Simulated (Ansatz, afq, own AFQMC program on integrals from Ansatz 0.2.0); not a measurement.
## AFQMC, coupled cluster and functionals along a coordinate of AlSiH$_{4}$, doublet

```xyz
6

Si    0.0000    0.0493    1.1585
Al    0.0000   -0.1012   -1.3138
H     0.0000    1.4304    1.7233
H     1.1989   -0.6588    1.6941
H    -1.1989   -0.6588    1.6941
H     0.0000    1.2225   -2.2207
```

All coordinates are scaled about the centre. Energies in mEh count from this geometry (1.000) at the same level; the start stands on UHF, each point on the determinant named.

Basis 6-31G. Noble-gas cores (and the filled d shells of Ga–Kr and In–Xe) are frozen. Ansatz 0.2.0 and our own AFQMC program on the same integrals; the CISD trial comes from CCSD amplitudes, and released means the phaseless constraint is let go. Error bars are statistical, one sigma.

Cautions, each for one point or more: (Q) is large, so the cluster series hasn't closed; CCSDT(Q) on the ROHF determinant differs, by its state or its frozen core; CCSDT(Q) on the ROHF determinant differs, so the two series follow different states; a spin-contaminated unrestricted determinant lies lower; cluster runs in doubt by the program's own checks; higher spins were not checked; raised T1 diagnostic; strong correlation; the search met a lower determinant of the same kind, perhaps of another symmetry; unrestricted determinant spin contaminated; walk and cluster series may follow different spin states.

| scale of all distances | det. | T1 | weight | ⟨S²⟩ | PBE0 | B3LYP | CCSD(T) |
| --- | --- | --- | --- | --- | --- | --- | --- |
| 0.883 | UHF | 0.011 | 0.93 | 0.75 | 76.0 | 75.8 | 87.0 |
| 1.134 | UHF | 0.016 | 0.88 | 0.77 | 38.1 | 35.6 | 27.5 |
| 1.305 | UHF | 0.039 | 0.80 | 0.93 | 149.3 | 140.1 | 124.4 |
| 1.485 | ROHF | 0.050 | 0.72 | pure | 266.6 | 249.2 | 222.0 |
| 1.748 | UHF¶ | 0.105 | 0.56 | 3.19 | 389.4§ | 367.1§ | 347.8 |
| 1.979 | UHF¶ | 0.119 | 0.45 | 3.36 | 444.7§ | 426.9§ | 373.4 |
| 2.430 | UHF¶ | 0.074 | 0.59 | 3.67 | 485.0§ | 477.9§ | 413.2 |

Task: Estimate the curve of phaseless AFQMC with a CISD trial, counted from the same start.

Result: 
```csv
scale of all distances,det.,T1,weight,⟨S²⟩,ph-AFQMC/CISD,CCSDT(Q)
0.883,UHF,0.011,0.93,0.75,87.7 ± 0.4,–
1.134,UHF,0.016,0.88,0.77,27.9 ± 0.4,27.0
1.305,UHF,0.039,0.80,0.93,123.8 ± 0.8,122.7
1.485,ROHF,0.050,0.72,pure,223.6 ± 0.9,219.2
1.748,UHF¶,0.105,0.56,3.19,344.0 ± 0.7,323.1
1.979,UHF¶,0.119,0.45,3.36,376.9 ± 0.9,370.8
2.430,UHF¶,0.074,0.59,3.67,415.0 ± 0.8,412.1
```

Weight is that of the determinant in the CISD state; at the start T1 is 0.012 and the weight 0.91, and ⟨S²⟩ is 0.75. ¶ marks points with a poor determinant and no full CI, where no value is sure; they don't count among the departures. A dash marks a missing value, a released energy that hasn't settled or a functional that sits on another state. § marks a functional whose ⟨S²⟩ is too high by over 0.1. Largest departures from phaseless AFQMC with a CISD trial: CCSD(T) -1.6 mEh at 1.485 (on ROHF) (within the noise), CCSDT(Q) -4.4 mEh at 1.485 (on ROHF), PBE0 43.0 mEh at 1.485, B3LYP 25.6 mEh at 1.485. The walk's constraint bias lies outside its error bars, so these are departures and not errors. Functionals count only at points shown to share the start's state and spin. In this small basis the wave-function levels are far from their limit, so their gap to the functionals isn't the functionals' error.

CCSDT and higher add their correlation energy to the determinant of the CCSD(T) run, since their own runs factorise the integrals more tightly (a shift of under 2 meV). A walk keeps the symmetry of its determinant, which the program's search chose and which needn't be the lowest solution, so a lower state of the same spin and another symmetry isn't excluded.
